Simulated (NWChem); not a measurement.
Everything below was run with NWChem. System: C2H6O, charge 1, spin multiplicity 2, at the geometry of a parent with another charge or spin, in a state set for the comparison that need not be this species' ground state. Its SCF solution wasn't tested for a lower state. Level: UMP2/def2-TZVP, 3 core orbitals frozen.

Job file:

```
start mol
memory heap 200 mb stack 900 mb global 1100 mb
charge 1
geometry units angstroms nocenter noautoz
  C     -1.161079     0.000000    -0.188064
  O      0.000000     0.000000     0.577790
  C      1.161079     0.000000    -0.188064
  H     -1.233042    -0.895231    -0.839514
  H     -1.233042     0.895231    -0.839514
  H     -2.021460     0.000000     0.496256
  H      1.233042    -0.895231    -0.839514
  H      2.021460     0.000000     0.496256
  H      1.233042     0.895231    -0.839514
  symmetry group C2v
end
basis spherical
  * library def2-tzvp
end
scf
  uhf
  nopen 1
  maxiter 100
  thresh 1e-7
  semidirect memsize 60000000 filesize 0
  # guess.movecs holds the orbitals of an unrestricted PBE0 run
  vectors input guess.movecs output mol.movecs
end
mp2
  freeze core 3
end
task mp2 energy
```

Output (cleaned and shortened):

```
             Northwest Computational Chemistry Package (NWChem) 7.3.0
             --------------------------------------------------------

                                NWChem Input Module
                                -------------------

 Scaling coordinates for geometry "geometry" by  1.889725989
 (inverse scale =  0.529177249)

 Turning off AUTOSYM since
 SYMMETRY directive was detected!

                             Geometry "geometry" -> ""
                             -------------------------

 Output coordinates in angstroms (scale by  1.889725989 to convert to a.u.)

  No.       Tag          Charge          X              Y              Z
 ---- ---------------- ---------- -------------- -------------- --------------
    1 C                    6.0000    -1.16107900     0.00000000    -0.18806400
    2 O                    8.0000     0.00000000     0.00000000     0.57779000
    3 C                    6.0000     1.16107900     0.00000000    -0.18806400
    4 H                    1.0000    -1.23304200    -0.89523100    -0.83951400
    5 H                    1.0000    -1.23304200     0.89523100    -0.83951400
    6 H                    1.0000    -2.02146000     0.00000000     0.49625600
    7 H                    1.0000     1.23304200    -0.89523100    -0.83951400
    8 H                    1.0000     2.02146000     0.00000000     0.49625600
    9 H                    1.0000     1.23304200     0.89523100    -0.83951400

 Effective nuclear repulsion energy (a.u.)      84.3016847105

            Nuclear Dipole moment (a.u.)
            ----------------------------
        X                 Y               Z
 ---------------- ---------------- ----------------
     0.0000000000     0.0000000000     0.0000151178

      Symmetry information
      --------------------

 Group name             C2v
 Group number             16
 Group order               4
 No. of unique centers     4

      Symmetry unique atoms

     1    2    4    6


 Summary of "ao basis" -> "" (spherical)
 ------------------------------------------------------------------------------
       Tag                 Description            Shells   Functions and Types
 ---------------- ------------------------------  ------  ---------------------
 *                         def2-tzvp                  on all atoms

 Summary of "ao basis" -> "ao basis" (spherical)
 ------------------------------------------------------------------------------
       Tag                 Description            Shells   Functions and Types
 ---------------- ------------------------------  ------  ---------------------
 C                         def2-tzvp                11       31   5s3p2d1f
 O                         def2-tzvp                11       31   5s3p2d1f
 H                         def2-tzvp                 4        6   3s1p

                                 NWChem SCF Module
                                 -----------------

  ao basis        = "ao basis"
  functions       =   129
  atoms           =     9
  alpha electrons =    13
  beta  electrons =    12
  charge          =   1.00
  wavefunction    = UHF
  use symmetry    = T
  symmetry adapt  = T

 Summary of "ao basis" -> "ao basis" (spherical)
 ------------------------------------------------------------------------------
       Tag                 Description            Shells   Functions and Types
 ---------------- ------------------------------  ------  ---------------------
 C                         def2-tzvp                11       31   5s3p2d1f
 O                         def2-tzvp                11       31   5s3p2d1f
 H                         def2-tzvp                 4        6   3s1p

      Symmetry analysis of basis
      --------------------------

        a1         46
        a2         20
        b1         39
        b2         24

 Forming initial guess at       0.1s

   Symmetry analysis of molecular orbitals - initial alpha
   -------------------------------------------------------

  Numbering of irreducible representations:

     1 a1          2 a2          3 b1          4 b2

  Orbital symmetries:

     1 a1          2 b1          3 a1          4 a1          5 b1
     6 a1          7 b2          8 b1          9 a1         10 a2
    11 b1         12 a1         13 b2         14 a1         15 a1
    16 b1         17 b2         18 a1         19 b1         20 a2
    21 b1         22 a1         23 b2

   Symmetry analysis of molecular orbitals - initial beta
   ------------------------------------------------------

  Numbering of irreducible representations:

     1 a1          2 a2          3 b1          4 b2

  Orbital symmetries:

     1 a1          2 b1          3 a1          4 a1          5 b1
     6 a1          7 b1          8 a1          9 b2         10 a2
    11 b1         12 a1         13 b2         14 a1         15 a1
    16 b1         17 a1         18 b2         19 b1         20 a2
    21 b1         22 a1         23 b2

 Starting SCF solution at       0.1s

 ----------------------------------------------
         Quadratically convergent UHF

 Convergence threshold     :          1.000E-07
 Maximum no. of iterations :          100
 Integral*density screening:          1.000E-09
 ----------------------------------------------

              iter       energy          gnorm     gmax       time
             ----- ------------------- --------- --------- --------
                 1     -153.7705153455  5.48D-01  1.02D-01      1.5
                 2     -153.7951188091  1.84D-01  4.44D-02      1.7
                 3     -153.8013366823  1.94D-02  3.56D-03      2.2
[...]
              MO Center=  9.3D-15, -1.4D-14,  2.2D-01, r^2= 1.9D+00
   Bfn.  Coefficient  Atom+Function         Bfn.  Coefficient  Atom+Function
  ----- ------------  ---------------      ----- ------------  ---------------
    44      0.374856  2 O  py                38      0.356791  2 O  py
    41      0.341472  2 O  py                96      0.247391  4 H  s
   102     -0.247391  5 H  s                114      0.247391  7 H  s
   126     -0.247391  9 H  s

 Vector   14  Occ=0.000000D+00  E=-5.049206D-02  Symmetry=a1
              MO Center=  5.4D-15,  1.3D-16, -5.6D-01, r^2= 6.2D+00
   Bfn.  Coefficient  Atom+Function         Bfn.  Coefficient  Atom+Function
  ----- ------------  ---------------      ----- ------------  ---------------
     5      2.089863  1 C  s                 67      2.089863  3 C  s
    96     -1.270907  4 H  s                102     -1.270907  5 H  s
   114     -1.270907  7 H  s                126     -1.270907  9 H  s
   108     -0.672420  6 H  s                120     -0.672420  8 H  s
    14     -0.625337  1 C  pz                76     -0.625337  3 C  pz

 Vector   15  Occ=0.000000D+00  E=-6.325673D-03  Symmetry=a1
              MO Center= -2.6D-15,  1.3D-15, -4.8D-01, r^2= 6.6D+00
   Bfn.  Coefficient  Atom+Function         Bfn.  Coefficient  Atom+Function
  ----- ------------  ---------------      ----- ------------  ---------------
    36      2.146792  2 O  s                  5     -1.723086  1 C  s
    67     -1.723086  3 C  s                 12     -0.633260  1 C  px
    74      0.633260  3 C  px                96      0.627227  4 H  s
   102      0.627227  5 H  s                114      0.627227  7 H  s
   126      0.627227  9 H  s                 14     -0.402365  1 C  pz

 center of mass
 --------------
 x =   0.00000000 y =   0.00000000 z =   0.09621078

 moments of inertia (a.u.)
 ------------------
          45.129962628800           0.000000000000           0.000000000000
           0.000000000000         200.433327320169           0.000000000000
           0.000000000000           0.000000000000         178.378433819616

  Mulliken analysis of the total density
  --------------------------------------

    Atom       Charge   Shell Charges
 -----------   ------   -------------------------------------------------------
    1 C    6     6.22   0.85  1.12  0.49  0.70  0.09  1.22  1.35  0.29  0.03  0.06  0.01
    2 O    8     7.88   0.79  1.18  0.59  1.02  0.21  1.79  1.90  0.34  0.00  0.04  0.00
    3 C    6     6.22   0.85  1.12  0.49  0.70  0.09  1.22  1.35  0.29  0.03  0.06  0.01
    4 H    1     0.78   0.25  0.45  0.06  0.02
    5 H    1     0.78   0.25  0.45  0.06  0.02
    6 H    1     0.79   0.26  0.46  0.05  0.02
    7 H    1     0.78   0.25  0.45  0.06  0.02
    8 H    1     0.79   0.26  0.46  0.05  0.02
    9 H    1     0.78   0.25  0.45  0.06  0.02

  Mulliken analysis of the alpha density
  --------------------------------------

    Atom       Charge   Shell Charges
 -----------   ------   -------------------------------------------------------
    1 C    6     3.05   0.43  0.56  0.24  0.34  0.04  0.60  0.65  0.14  0.01  0.03  0.00
    2 O    8     4.42   0.40  0.59  0.31  0.52  0.10  1.13  1.16  0.19  0.00  0.02  0.00
    3 C    6     3.05   0.43  0.56  0.24  0.34  0.04  0.60  0.65  0.14  0.01  0.03  0.00
    4 H    1     0.42   0.13  0.24  0.03  0.01
    5 H    1     0.42   0.13  0.24  0.03  0.01
    6 H    1     0.40   0.13  0.23  0.02  0.01
    7 H    1     0.42   0.13  0.24  0.03  0.01
    8 H    1     0.40   0.13  0.23  0.02  0.01
    9 H    1     0.42   0.13  0.24  0.03  0.01

   Mulliken analysis of the beta density
   -------------------------------------

    Atom       Charge   Shell Charges
 -----------   ------   -------------------------------------------------------
    1 C    6     3.16   0.43  0.56  0.25  0.36  0.05  0.63  0.70  0.15  0.01  0.03  0.00
    2 O    8     3.46   0.40  0.59  0.28  0.50  0.11  0.66  0.74  0.15  0.00  0.02  0.00
    3 C    6     3.16   0.43  0.56  0.25  0.36  0.05  0.63  0.70  0.15  0.01  0.03  0.00
    4 H    1     0.36   0.12  0.21  0.02  0.01
    5 H    1     0.36   0.12  0.21  0.02  0.01
    6 H    1     0.39   0.13  0.23  0.02  0.01
    7 H    1     0.36   0.12  0.21  0.02  0.01
    8 H    1     0.39   0.13  0.23  0.02  0.01
    9 H    1     0.36   0.12  0.21  0.02  0.01

   Mulliken analysis of the spin density
   -------------------------------------

    Atom       Charge   Shell Charges
 -----------   ------   -------------------------------------------------------
    1 C    6    -0.11  -0.00  0.00 -0.01 -0.01 -0.01 -0.03 -0.05 -0.01  0.00  0.01  0.00
    2 O    8     0.96   0.00 -0.00  0.03  0.03 -0.01  0.46  0.42  0.04 -0.00 -0.00 -0.00
    3 C    6    -0.11  -0.00  0.00 -0.01 -0.01 -0.01 -0.03 -0.05 -0.01  0.00  0.01  0.00
    4 H    1     0.06   0.02  0.04  0.01 -0.00
    5 H    1     0.06   0.02  0.04  0.01 -0.00
    6 H    1     0.00   0.00  0.00  0.00 -0.00
    7 H    1     0.06   0.02  0.04  0.01 -0.00
    8 H    1     0.00   0.00  0.00  0.00 -0.00
    9 H    1     0.06   0.02  0.04  0.01 -0.00

       Multipole analysis of the density wrt the origin
       ------------------------------------------------

     L   x y z        total         alpha         beta         nuclear
     -   - - -        -----         -----         ----         -------
     0   0 0 0      1.000000    -13.000000    -12.000000     26.000000

     1   1 0 0      0.000000      0.000000     -0.000000      0.000000
     1   0 1 0      0.000000     -0.000000      0.000000      0.000000
     1   0 0 1     -0.503437     -0.577452      0.074000      0.000015

     2   2 0 0     -6.379146    -58.120452    -56.931269    108.672575
     2   1 1 0      0.000000      0.000000      0.000000      0.000000
     2   1 0 1      0.000000      0.000000     -0.000000      0.000000
     2   0 2 0    -11.612959    -12.269585    -10.791329     11.447954
     2   0 1 1     -0.000000      0.000000     -0.000000      0.000000
     2   0 0 2    -12.037902    -18.382434    -16.534641     22.879174

                   NWChem MP2 Semi-direct Energy/Gradient Module
                   ---------------------------------------------

  Basis functions       =    129
  Molecular orbitals    =    129
  Frozen core           =      3
  Frozen virtuals       =      0
  Active alpha occupied =     10
  Active beta occupied  =      9
  Active alpha virtual  =    116
  Active beta virtual   =    117
  Use MO symmetry       = T
  Use skeleton AO sym   = T

  AO/Fock/Back tols     =   1.0D-09  1.0D-09  1.0D-09

 GA uses MA = F    GA memory limited = T

 Available:
  local mem=  1.26D+08
 global mem=  1.44D+08
 local disk=  0.00D+00
  mp2_memr nvloc                   116
  nvloc new                   116
   1 passes of  10:        5242880                      91924                  32945140.
   1 passes of  10: M    126151581           G      144145918           F     120908701.

 Semi-direct pass number   1 of   1  for UHF alpha       at        4.1s
  vrange nnbf                  8346
  mp2_eaftype                   125  avail_ma_in_mb                  1099
 EAF : mp2_eaftype filesize         125   16472570.
  mp2_eaf for mointskh                    125
Node 0 wrote     77.5 Mb in      0.0 s     Agg I/O rate:  2303.3 Mb/s
 Done moints_semi at        9.3s
  mp2_eaftype                   125  avail_ma_in_mb                   974
 EAF : mp2_eaftype filesize         125   16472570.
  mp2_eaf for kh                   125
 Done maket at        9.6s
 Done multipass loop at        9.6s

 GA uses MA = F    GA memory limited = T

 Available:
  local mem=  1.26D+08
 global mem=  1.44D+08
 local disk=  0.00D+00
  mp2_memr nvloc                   117
  nvloc new                   117
   1 passes of   9:        5242880                      86576                  29908865.
   1 passes of   9: M    126151581           G      144145918           F     120908701.

 Semi-direct pass number   1 of   1  for UHF beta        at        9.6s
  vrange nnbf                  8346
  mp2_eaftype                   114  avail_ma_in_mb                  1099
 EAF : mp2_eaftype filesize         114   14954432.
  mp2_eaf for mointskh                    114
Node 0 wrote     70.3 Mb in      0.0 s     Agg I/O rate:  2482.1 Mb/s
 Done moints_semi at       14.7s
  mp2_eaftype                   114  avail_ma_in_mb                   985
 EAF : mp2_eaftype filesize         114   14954432.
  mp2_eaf for kh                   114
 Done maket at       15.0s
 Done multipass loop at       15.0s

          -------------------------------------------
          SCF energy                -153.801390458144
          Correlation energy          -0.523744531251
          Singlet pairs                0.000000000000
          Triplet pairs                0.000000000000
          Total MP2 energy          -154.325134989395
          -------------------------------------------

          ---------------------------------------------------
                    Spin Component Scaled (SCS) MP2
          Same spin pairs                     -0.117389475175
          Same spin scaling factor             0.333333333333
          Opposite spin pairs                 -0.406355056075
          Opposite spin scaling fact.          1.200000000000
          SCS-MP2 correlation energy          -0.526755892349
          Total SCS-MP2 energy              -154.328146350493
          ---------------------------------------------------

 -----------------------
 Performance information
 -----------------------

 Timer overhead =  1.54D-07 seconds/call

               Nr. of calls         CPU time (s)                 Wall time (s)                GFlops
             ---------------    -------------------     ------------------------------   -------------------
Name         Min   Avg   Max    Min     Avg     Max     Min     Avg     Max   Mx/calls   Min     Max     Sum
mp2: moin     2     2     2    10.     10.     10.      10.     10.     10.     5.1      0.0     0.0     0.0
mp2: make     2     2     2   0.58    0.58    0.58     0.58    0.58    0.58    0.29      0.0     0.0     0.0
mp2: tota     1     1     1    11.     11.     11.      11.     11.     11.     11.      0.0     0.0     0.0

 The average no. of pstat calls per process was 5.00D+00
 with a timing overhead of 7.68D-07s

 Task  times  cpu:       15.0s     wall:       15.0s

 Total times  cpu:       15.0s     wall:       15.0s
```
